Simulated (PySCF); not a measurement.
Species: cyanoformaldehyde, C₂HNO.
SMILES with atom numbers: `[N:1]#[C:2][CH:3]=[O:4]` (hydrogens: H5 on C3)

The same species was optimised twice, with GFN2-xTB and with PBE0-D3(BJ)/def2-SVP (PySCF), and the same property calculations (PySCF, gas phase) were run on both structures.

```
  coordinate  GFN2-xTB  PBE0-D3(BJ)/def2-SVP  change
   C2–C3 (Å)     1.447                 1.471  +0.024
   N1≡C2 (Å)     1.144                 1.158  +0.014
   C3–H5 (Å)     1.109                 1.114  +0.005
   C3=O4 (Å)     1.196                 1.197  +0.001
C2–C3–O4 (°)     125.4                 122.5    -2.9
C2–C3–H5 (°)     111.5                 114.0    +2.5
N1–C2–C3 (°)     177.8                 179.3    +1.5
O4–C3–H5 (°)     123.1                 123.4    +0.3
```

Rotational constants: A = 73037, B = 5031, C = 4707 MHz (GFN2-xTB) against A = 66637, B = 5029, C = 4676 MHz (PBE0-D3(BJ)/def2-SVP). Point groups within 0.08 Å: Cs and Cs.

On the GFN2-xTB structure: HOMO (eV) -9.19 [PBE0/pcSseg-1]; LUMO (eV) -3.09 [PBE0/pcSseg-1]; dipole (D) 2.27 [PBE0/pcSseg-1]; GIAO shielding of N1 (ppm) -56.0 [PBE0/pcSseg-1]; GIAO shielding of C2 (ppm) 69.6 [PBE0/pcSseg-1]; GIAO shielding of C3 (ppm) 12.6 [PBE0/pcSseg-1]; GIAO shielding of O4 (ppm) -456.8 [PBE0/pcSseg-1].

Task: What do these properties become on the PBE0-D3(BJ)/def2-SVP structure?

Result: 
```json
{"property": "HOMO (eV)", "level": "PBE0/pcSseg-1", "on GFN2-xTB": "-9.19", "on PBE0-D3(BJ)/def2-SVP": "-9.22", "change": "-0.03"}
{"property": "LUMO (eV)", "level": "PBE0/pcSseg-1", "on GFN2-xTB": "-3.09", "on PBE0-D3(BJ)/def2-SVP": "-3.07", "change": "+0.02"}
{"property": "dipole (D)", "level": "PBE0/pcSseg-1", "on GFN2-xTB": "2.27", "on PBE0-D3(BJ)/def2-SVP": "2.47", "change": "+0.20"}
{"property": "energy, GFN2-xTB geometry as zero (kcal/mol)", "level": "PBE0/pcSseg-1", "on GFN2-xTB": "0.0", "on PBE0-D3(BJ)/def2-SVP": "-0.5", "change": "-0.5"}
{"property": "GIAO shielding of N1 (ppm)", "level": "PBE0/pcSseg-1", "on GFN2-xTB": "-56.0", "on PBE0-D3(BJ)/def2-SVP": "-54.2", "change": "+1.8"}
{"property": "GIAO shielding of C2 (ppm)", "level": "PBE0/pcSseg-1", "on GFN2-xTB": "69.6", "on PBE0-D3(BJ)/def2-SVP": "66.6", "change": "-3.0"}
{"property": "GIAO shielding of C3 (ppm)", "level": "PBE0/pcSseg-1", "on GFN2-xTB": "12.6", "on PBE0-D3(BJ)/def2-SVP": "13.2", "change": "+0.6"}
{"property": "GIAO shielding of O4 (ppm)", "level": "PBE0/pcSseg-1", "on GFN2-xTB": "-456.8", "on PBE0-D3(BJ)/def2-SVP": "-452.3", "change": "+4.5"}
```

The heavy atoms differ by 0.024 Å rms after alignment. Among all bonds C2–C3 changes most (+0.024 Å). Changes are differences of the printed values. Neither structure is proved a minimum here.
